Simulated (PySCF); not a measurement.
Input of an EPR job (settings, then geometry in Å):

```
{"job": {"kind": "epr"}, "charge": 0, "multiplicity": 2}
C      1.877556    -0.451657     0.294850
C      0.755382     0.013101     0.131110
C     -0.503551     0.553307    -0.062110
C     -1.681459    -0.136939     0.267927
N     -2.668360    -0.697923     0.534221
H      2.858593    -0.867290     0.441931
H     -0.604303     1.558208    -0.487113
```

Method: UKS B3LYP, IGLO-III on C N, pcH-1 on H, non-relativistic, mean-field spin-orbit, GIAO in PySCF 2.14.0. Geometry: PBE0-D3(BJ)/def2-SVP; no solvent, vibrations or thermal averaging.

Output of the driver script. The program numbers atoms from 0.

```
UKS, coarse grid
  cycle   1  E = -208.27775011  |g| = 3.27e-01
  cycle   2  E = -208.07217359  |g| = 7.48e-01
  cycle   3  E = -208.32710817  |g| = 1.00e-01
  cycle   4  E = -208.33113194  |g| = 5.16e-02
  cycle   5  E = -208.33228930  |g| = 2.44e-02
  cycle   6  E = -208.33259318  |g| = 9.54e-03
  cycle   7  E = -208.33266820  |g| = 4.70e-03
  cycle   8  E = -208.33269945  |g| = 1.35e-03
  cycle   9  E = -208.33270441  |g| = 5.12e-04
UKS, final grid
  cycle   1  E = -208.33270043  |g| = 5.11e-04
  cycle   2  E = -208.33270009  |g| = 1.16e-03
  cycle   3  E = -208.33270073  |g| = 1.84e-04
  cycle   4  E = -208.33270078  |g| = 1.23e-04
  cycle   5  E = -208.33270081  |g| = 8.64e-05
  cycle   6  E = -208.33270082  |g| = 3.01e-05
  cycle   7  E = -208.33270082  |g| = 7.77e-06
E = -208.33270082 Eh   <S^2> = 0.7753 (exact 0.7500)
g shifts (ppm)      1          2          3
  rmc          -164       -164       -164
  gc              7         44         39
  oz_so          62        951       1328
  total         -95        832       1203
hyperfine (MHz)  atom isotope    a_iso     a_fc   dipolar eigenvalues
    0   13C      38.03      38.03    -39.53    -28.99     68.52
    1   13C     -59.33     -59.33    -18.01     -1.82     19.83
    2   13C      56.72      56.72    -53.48    -52.49    105.97
    3   13C     -49.87     -49.87    -16.32     -0.80     17.12
    4   14N       6.82       6.82    -13.86    -10.25     24.11
    5    1H     -38.62     -38.62    -16.97     -2.31     19.28
    6    1H     -50.82     -50.82    -23.91     -1.45     25.37
```

|g| in the SCF lines is the orbital gradient. In the g block, columns 1 to 3 are the principal axes in rising order; rmc is the relativistic mass correction, gc the gauge correction and oz_so the orbital-Zeeman/spin–orbit term. a_fc is the Fermi-contact part of a_iso, here all of it, since this run has no spin–orbit term in the hyperfine coupling.

(1) Is the state sound, as far as the log shows?

(2) What are the principal g values and g_iso?

(3) Which couplings shape the isotropic spectrum at natural abundance (0.05 mT or more)? Keep the log's numbering.

(4) What are the principal values of the full tensor of atom 0 (13C)?

## Answers

(1) The SCF converged after 16 cycles in all, 9 of them on the coarse grid; no stability test was run. The unrestricted determinant has ⟨S²⟩ = 0.7753 (exact 0.7500), 3.4 % above the value of a pure doublet state.

(2) Adding the total shifts to 2.002319 gives 2.00222, 2.00315, 2.00352; their mean shift is 647 ppm, so g_iso = 2.00297.

(3) atom 6 (1H, I = 1/2): -50.8 MHz = 1.81 mT in magnitude, a 1:1 doublet; atom 5 (1H, I = 1/2): -38.6 MHz = 1.38 mT in magnitude, a 1:1 doublet; atom 4 (14N, I = 1): 6.8 MHz = 0.24 mT in magnitude, a 1:1:1 triplet. Together 12 lines to first order. 

(4) a_iso plus each dipolar eigenvalue: -1.50, 9.05, 106.55 MHz.

The species is `C#C[CH]C#N` (1-cyano propargyl radical). The run used 195 basis functions and 6 iterations of the response equations.
Labels such as C1 count atoms from 1, the log's own numbers from 0.
